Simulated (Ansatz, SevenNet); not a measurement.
Lattice parameter c (Å) of solids drawn from the class of elemental solids other than molecular ones, at two levels: the machine-learned potential SevenNet-0 (trained on PBE and PBE+U data), and r²SCAN (Ansatz, a first-principles code, PAW).

```json
[
 {"solid": "hcp Re", "SevenNet-0": "4.458", "r²SCAN": "4.461", "shift (%)": "+0.07"},
 {"solid": "hcp Hf", "SevenNet-0": "5.131", "r²SCAN": "5.044", "shift (%)": "-1.70"},
 {"solid": "double-hcp La", "SevenNet-0": "12.226", "r²SCAN": "12.039", "shift (%)": "-1.53"},
 {"solid": "hcp Be", "SevenNet-0": "3.615", "r²SCAN": "3.564", "shift (%)": "-1.41"},
 {"solid": "hcp Zr", "SevenNet-0": "5.232", "r²SCAN": "5.153", "shift (%)": "-1.51"},
 {"solid": "hcp Lu", "SevenNet-0": "5.600", "r²SCAN": "5.454", "shift (%)": "-2.61"},
 {"solid": "hcp Cd", "SevenNet-0": "5.751", "r²SCAN": "5.767", "shift (%)": "+0.28"},
 {"solid": "hcp Sc", "SevenNet-0": "5.330", "r²SCAN": "5.192", "shift (%)": "-2.59"}
]
```

The shifts run from -2.61 % to +0.28 %, with a median of -1.52 %.

Of 8 rows, r²SCAN is the larger in 2 and the smaller in 6.

Ansatz's runs of these crystals have no spin polarisation. Meta-GGAs and exact exchange favour moments, which can bear on hcp Sc.

Spin–orbit coupling is left out, also for the solids with elements from indium on (hcp Re, hcp Hf, double-hcp La, hcp Lu); its size isn't shown.

Ansatz's density-functional and Hartree–Fock values are scalar-relativistic unless marked +SOC, with PAW data made under PBE.
